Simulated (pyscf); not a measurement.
PySCF, gas phase, ωB97X-D3(BJ)/def2-SVP geometries.

SMILES: [O]=[MoH](=[O])[F]
```xyz
5

O      1.7470    -0.6146    -0.8924
Mo     0.2601    -0.0363    -0.4413
O      0.1779     1.5554    -0.8972
F     -1.1629    -1.0654    -1.0001
H      0.3404     0.0251     1.2590
```

Q: What is the homolytic dissociation enthalpy (298 K, ωB97M-D3(BJ)/def2-TZVP) of the H–Mo bond of O=MoH(=O)–F, to [O=Mo(=O)–F]• + H•?

A: H–Mo to [O=Mo(=O)–F]• + H•: 296.8 kJ/mol. The 7 functionals that were run give +279.2 (M06-2X) to +302.9 kJ/mol (B3LYP-D3(BJ)). The radicals are drawn with the spin at the cut bond; how far it spreads was not checked. Other isomers of [O=Mo(=O)–F]• were not searched in full and may lie lower. Open-shell species with a d-block atom are single-reference here; other states, and whether the spin sits on metal or ligand, were not checked. Elements past Kr carry the def2 core potentials, without spin-orbit coupling.
